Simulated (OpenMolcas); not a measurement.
CH2BN (SMILES BC#N): methods side by side

CH2BN: 5 atoms, total charge 0, spin state singlet. SMILES: `BC#N`. The shape is that of a PBE0-D4/def2-TZVP optimisation.

```xyz
5

B    -0.2192    0.4413   -0.3419
C     0.3527   -0.6967    0.4907
N     0.7865   -1.5596    1.1222
H    -0.7443    0.1874   -1.3776
H    -0.1259    1.5540    0.0653
```

Quantity: the energy change with the B1–H4 bond stretched from 1.189 to 2.615 Å, in eV. The values are calculated.

```json
{"level": "BLYP/def2-TZVP (restricted)", "kind": "GGA", "program": "OpenMolcas", "value (eV)": "4.20", "less CCSD(T)/def2-TZVP": "+0.10", "CPU time (all runs)": "83 s"}
{"level": "TPSS/def2-TZVP (restricted)", "kind": "meta-GGA", "program": "OpenMolcas", "value (eV)": "4.45", "less CCSD(T)/def2-TZVP": "+0.35", "CPU time (all runs)": "94 s"}
{"level": "r2SCAN/def2-TZVP (restricted)", "kind": "meta-GGA", "program": "OpenMolcas", "value (eV)": "4.50", "less CCSD(T)/def2-TZVP": "+0.40", "CPU time (all runs)": "89 s"}
{"level": "B3LYP/def2-TZVP (restricted)", "kind": "global hybrid", "program": "OpenMolcas", "value (eV)": "4.55", "less CCSD(T)/def2-TZVP": "+0.45", "CPU time (all runs)": "64 s"}
{"level": "BHLYP/def2-TZVP (restricted)", "kind": "global hybrid", "program": "OpenMolcas", "value (eV)": "5.00", "less CCSD(T)/def2-TZVP": "+0.90", "CPU time (all runs)": "60 s"}
{"level": "PBE0/def2-TZVP (restricted)", "kind": "global hybrid", "program": "OpenMolcas", "value (eV)": "4.66", "less CCSD(T)/def2-TZVP": "+0.56", "CPU time (all runs)": "69 s"}
{"level": "B2PLYP/def2-TZVP (restricted)", "kind": "double hybrid", "program": "OpenMolcas", "value (eV)": "4.64", "less CCSD(T)/def2-TZVP": "+0.54", "CPU time (all runs)": "58 s"}
{"level": "CCSD(T)/def2-TZVP (Cholesky decomposition) (restricted)", "kind": "coupled cluster or CI", "program": "OpenMolcas", "value (eV)": "4.10", "less CCSD(T)/def2-TZVP": "0.00", "CPU time (all runs)": "10 min"}
```

CCSD(T)/def2-TZVP (Cholesky decomposition) (restricted) is the highest level here, not the true value. At this stretch a single reference begins to fail. The first shape isn't each level's own minimum. The values span 4.10 to 5.00 eV. Times are those of the runs behind each value, whatever else they computed, on shared processors of several kinds: orders of magnitude only.
